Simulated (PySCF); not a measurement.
Structure problem from calculated spectra and properties.

Formula: BH3.

| Item | Value |
| --- | --- |
| XPS | B1s 197.5 eV [ΔSCF SCAN, pcX-2 on the ionised atom, pcseg-1 elsewhere, spin-free X2C] |
| 1H NMR | chemical shifts (computed TMS as zero) by class: 8.43 (3 H) ppm [GIAO PBE/pcSseg-2] |
| Couplings | largest of the computed one-bond spin–spin couplings (means over like bonds): 11B–1H +142.2 (×3) Hz [B3LYP/pcJ-1] |
| Rotational structure | rotational constants A, B, C: 229.760, 229.528, 114.823 GHz [PBE0-D3(BJ)/def2-SVP] |
| Dipole | 0.00 D [PBE/pcSseg-2] |
| NMR, other nuclei | isotropic shieldings of nuclei other than C and H, by class: -8 (1 B) ppm [GIAO PBE/pcSseg-2] |

Gas-phase values; electronic properties from PySCF, density fitting. Levels stand in brackets. Geometry: PBE0-D3(BJ)/def2-SVP; no solvent, vibrations or thermal averaging. Each NMR value is the plain mean over a class of atoms that symmetry, rotation or inversion makes alike.

**Question.** Propose a structure and show how it fits.

**Answer.** All hydrogens form one class (8.43 ppm): B–H hydrogen. The other shieldings belong to: -8 ppm, three-coordinate boron. The couplings run between: +142.2 Hz, three-coordinate boron and its hydrogen (with 2 like pairs). The core levels belong to: B1s 197.5 eV, three-coordinate boron. The vanishing dipole is forced by symmetry. The optimised geometry has point group D3h and is an oblate symmetric top (the spread among constants that symmetry makes equal is optimisation noise). Structure: boron trihydride (`B`).
